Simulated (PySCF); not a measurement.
Compound: C3H6FS (doublet state).
Atom-mapped SMILES: `[CH3:1][C:2]([F:3])[CH2:4][SH:5]` (hydrogens: H6, H7, H8 on C1; H9, H10 on C4; H11 on S5)

Geometry (GFN2-xTB, Å), atoms numbered from 1 in this order:
```
atom  x, y, z in Å
C1    -1.4993    0.0453    0.2423
C2    -0.1718    0.5999   -0.0900
F3     0.1801    1.7073    0.6125
C4     0.8842   -0.0747   -0.7754
S5     1.7574   -1.3864    0.3769
H6    -1.6875   -0.8435   -0.3515
H7    -2.2804    0.7835    0.0518
H8    -1.5594   -0.2159    1.3035
H9     1.6942    0.5794   -1.0830
H10    0.5378   -0.7063   -1.5860
H11    2.1501   -0.4859    1.2729
```

The hyperfine couplings belong to this conformer and change with its torsions.

Computed with UKS B3LYP, pcH-1 on C F H S, non-relativistic, mean-field spin-orbit, GIAO in PySCF. Geometry: GFN2-xTB, one conformer, isolated molecule. A GFN2-xTB geometry isn't a minimum of the functional, and hyperfine couplings can be far from their values at a DFT geometry. No stability test was run, so a lower SCF solution isn't excluded.

Task: Where do the isotropic ENDOR lines of F3, H6/H7/H8, H9/H10 and H11 fall at 3351.0 mT, to first order?

Result: ν± = |νn ± a/2|, one line for each electron-spin manifold; νn = |g_N| × 7.62259 MHz/T × B.

| nuclei | isotope | g_N | νn (MHz) | a_iso (MHz) | lower line (MHz) | upper line (MHz) |
| --- | --- | --- | --- | --- | --- | --- |
| F3 | 19F | 5.2577 | 134.30 | 133.18 | 67.71 | 200.89 |
| H6/H7/H8 | 1H | 5.5857 | 142.68 | 59.61 | 112.87 | 172.48 |
| H9/H10 | 1H | 5.5857 | 142.68 | 24.91 | 130.22 | 155.13 |
| H11 | 1H | 5.5857 | 142.68 | -7.90 | 138.73 | 146.63 |

Task: Which pairs are centred on the nuclear Larmor frequency, and which on half the coupling?

Result: Centred on νn, since |a| < 2νn: F3, H6/H7/H8, H9/H10 and H11. No pair has |a| > 2νn.

Task: At what field would the lower line of H9/H10 fall to zero frequency?

Result: Where νn = |a|/2, that is B = 12.46 MHz/(5.5857 × 7.62259 MHz/T) = 293 mT, as far as first order holds there.

Means are taken over nuclei equivalent by connectivity, which assumes that they swap fast. The three 1H nuclei of mean +59.6 MHz run from 1.3 to 100.5 MHz in the frozen geometry. The 1H value of +24.9 MHz is a mean of couplings from 19.3 to 30.6 MHz in this one geometry, not an average over conformers.

The run took 23 s (grids of density and orbitals included) on an Arm Neoverse V2 with one thread, shared host, and the process peaked at 0.67 GiB of memory.
